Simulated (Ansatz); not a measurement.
The input (input.yaml):

```yaml
crystal:
  periodic: [false, false, false]
  atoms:
    - { symbol: B, position_ang: [0.0, 0.0, 0.0] }
    - { symbol: F, position_ang: [0.0, 0.0, 1.67] }
    - { symbol: "N", position_ang: [1.3423, 0.0, -0.775] }
    - { symbol: H, position_ang: [1.8089, -0.9179, -1.0268] }
    - { symbol: H, position_ang: [1.7937, 0.9179, -1.0532] }
    - { symbol: H, position_ang: [-1.0305, 0.0, -0.595] }
    - { symbol: H, position_ang: [0.0668, 1.4124, 0.4698] }
    - { symbol: H, position_ang: [0.0526, 1.1131, 1.3144] }
basis:
  gaussian: { orbitals: def2-mTZVP }
hamiltonian:
  xc: pbe
  dispersion: d4
relax:
  f_tol: 0.15
  max_steps: 25
  restrain:
    - { distance: [0, 6], at: 2.39, k: 30.0 }
    - { distance: [7, 1], at: 2.12, k: 30.0 }
    - { distance: [0, 1], at: 1.32, k: 30.0 }
    - { distance: [7, 6], at: 0.66, k: 30.0 }
output:
  orbitals: {}
```

Command:

```bash
$ ansatz run input.yaml --threads 1 --pin off --max-ram 2048MiB --backend cpu --events-out ev --progress --plain --runs-dir out
```

Hardware: 1 thread of Intel(R) Xeon(R) 6975P-C (Granite Rapids), on a shared host.

Task: Roughly how long does this run take, and how much memory?

Result: 11 s, with a peak of 0.15 GiB, for 12 ionic steps.
